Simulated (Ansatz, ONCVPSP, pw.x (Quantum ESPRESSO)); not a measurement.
Which Mo potential is closest to all-electron in the bcc crystal?

All use PBE, scalar-relativistic, no spin, cutoffs from each file’s atomic test, pw.x 7.5; 15³ k-points, Fermi–Dirac smearing 0.01 Ry. Δ is the rms difference from all-electron LAPW of the E(V) curves that follow from fits to the pressures, over ±6 % in volume. Mesh and smearing are coarse and serve the comparison alone. The files are a selection: those with a ghost or negative overlap were mostly not run, and those with noisy or unconverged pressures or nearly equal Δ are left out.

All-electron: a0 = 3.162 Å (V0 = 15.80 Å³/atom), B0 = 259.2 GPa.

**Question.** Rank them by Δ, smallest first.
A. optimised norm-conserving Vanderbilt (ONCV), ONCVPSP 4.0.1.1 (patched build), PBE; core [Ar] 3d10, reference 4s2 4p6 4d5 5s1; waves: 4s+5s: rc 2.05 bohr, ncon 3, nbas 7, qcut 5 1/bohr, 2 projectors; 4p: rc 1.70 bohr, ncon 4, nbas 7, qcut 8.6 1/bohr, 1 projector; 4d: rc 2.10 bohr, ncon 4, nbas 8, qcut 6.9 1/bohr, 3 projectors, debl 2.4 Ha; f scattering state at 0.03 Ha: rc 2.15 bohr, ncon 4, nbas 9, qcut 5.2 1/bohr, 2 projectors, debl 2.2 Ha; local part: polynomial inside 1.70 bohr (lpopt 5, dvloc0 0 Ha); core correction: Teter function, fcfact 3, rcfact 1.3.
B. optimised norm-conserving Vanderbilt (ONCV), ONCVPSP 4.0.1.1 (patched build), PBE; core [Ar] 3d10, reference 4s2 4p6 4d6; waves: 4s: rc 1.95 bohr, ncon 3, nbas 7, qcut 6.9 1/bohr, 2 projectors, debl 3 Ha; 4p: rc 1.85 bohr, ncon 3, nbas 6, qcut 8.1 1/bohr, 1 projector; 4d: rc 1.75 bohr, ncon 4, nbas 6, qcut 5.6 1/bohr, local; local part: the d channel; core correction: none.
C. optimised norm-conserving Vanderbilt (ONCV), ONCVPSP 4.0.1.1 (patched build), PBE; core [Ar] 3d10, reference 4s2 4p6 4d5 5s1; waves: 4s+5s: rc 1.65 bohr, ncon 4, nbas 9, qcut 9.7 1/bohr, 2 projectors; 4p: rc 1.95 bohr, ncon 5, nbas 10, qcut 6.8 1/bohr, 2 projectors, debl 3.5 Ha; 4d: rc 2.50 bohr, ncon 3, nbas 7, qcut 5.4 1/bohr, 3 projectors, debl 1 Ha; local part: polynomial inside 1.45 bohr (lpopt 5, dvloc0 0 Ha); core correction: none.
D. optimised norm-conserving Vanderbilt (ONCV), ONCVPSP 4.0.1.1 (patched build), PBE; core [Ar] 3d10, reference 4s2 4p6 4d5 5s0.75; waves: 4s+5s: rc 2.15 bohr, ncon 4, nbas 7, qcut 5.6 1/bohr, 2 projectors; 4p: rc 1.90 bohr, ncon 3, nbas 7, qcut 5.9 1/bohr, 1 projector; 4d: rc 2.65 bohr, ncon 3, nbas 8, qcut 6.9 1/bohr, 2 projectors, debl 3 Ha; local part: polynomial inside 1.45 bohr (lpopt 4, dvloc0 0 Ha); core correction: Teter function, fcfact 2.5, rcfact 1.55.

**Answer.** D (0.8 meV/atom), B (1.7 meV/atom), C (2.6 meV/atom), A (25.4 meV/atom).
